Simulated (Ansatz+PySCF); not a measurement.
Results of a calculation; reference values are marked as such.
Several solutions for singlet NH3 in separate pieces

```xyz
4

N     0.0000    0.0000   -0.1456
H     0.0000    0.7999    0.5097
H     0.0000   -0.7999    0.5097
H    30.0000    0.0000    0.0000
```

Basis set: cc-pVDZ (spherical functions). Charge 0, multiplicity 1.

RHF was run from several starts with Ansatz (development build ahead of 0.2.0) and PySCF 2.14.0.

```tsv
run	program	start	converged	energy (hartree)	<S²>
A	PySCF	guess minao, instabilities followed	yes	-55.76744	0.00
B	Ansatz	stability test followed	yes	-55.76744	0.00
C	Ansatz	atomic start, no search	yes	-55.76744	0.00
D	PySCF	guess huckel, instabilities followed	yes	-55.76744	0.00
E	PySCF	guess atom, instabilities followed	yes	-55.76744	0.00
F	PySCF	guess 1e, instabilities followed	yes	-55.76744	0.00
G	PySCF	program defaults	no	–	–
H	Ansatz	search for the lowest state	yes	-55.76744	0.00
```

Task: Which runs reached the lowest solution of this kind, and what is wrong with the others?

Result: A, B, C, D, E, F, H reached the lowest solution found. Not converged: G. Caution: an unrestricted determinant lies well below (8.12 eV lower).
